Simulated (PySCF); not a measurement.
# Stretching PO

Set-up: PySCF, no relativity, basis sets P def2-SVP, O def2-SVP. Energies in eV from P + O in their ground configurations at the same level. State: ²Π (doublet), unpaired electrons π ↑.

All columns are BP86. A positive dipole means P(−)O(+).

| R (Å) | E (eV) | μ (D) | Mulliken charge on P (basis-dependent) | HOMO (eV) | LUMO (eV) | Mayer bond order | ⟨S²⟩ |
| --- | --- | --- | --- | --- | --- | --- | --- |
| 1.286 | -4.017 | -1.24 | 0.21 | -3.45 | -3.32 | 2.26 | 0.75 |
| 1.345 | -5.229 | -1.41 | 0.23 | -3.70 | -3.57 | 2.24 | 0.75 |
| 1.405 | -5.937 | -1.58 | 0.27 | -3.94 | -3.82 | 2.22 | 0.75 |
| 1.450 | -6.223 | -1.70 | 0.29 | -4.11 | -4.00 | 2.21 | 0.75 |
| 1.495 | -6.349 | -1.81 | 0.31 | -4.28 | -4.17 | 2.19 | 0.75 |
| 1.540 | -6.351 | -1.92 | 0.32 | -4.45 | -4.34 | 2.19 | 0.75 |
| 1.600 | -6.209 | -2.05 | 0.34 | -4.65 | -4.55 | 2.18 | 0.75 |
| 1.674 | -5.871 | -2.19 | 0.35 | -4.89 | -4.79 | 2.17 | 0.75 |
| 1.764 | -5.322 | -2.34 | 0.36 | -5.14 | -5.05 | 2.18 | 0.75 |
| 1.884 | -4.476 | -2.51 | 0.35 | -5.43 | -5.35 | 2.19 | 0.76 |

A fit through these points gives, at Re = 1.518 Å, μ = -1.87 D and dμ/dR = -2.35 D/Å; the reduced mass is 10.55 u.

Problem. How strong is the fundamental in the double-harmonic approximation, I = 42.26·(dμ/dR)²/μred km/mol?

Solution. I = 42.26·(-2.35)²/10.55 = 22.1 km/mol at BP86.

The state was picked by a PBE0 search and need not be the measured ground state.
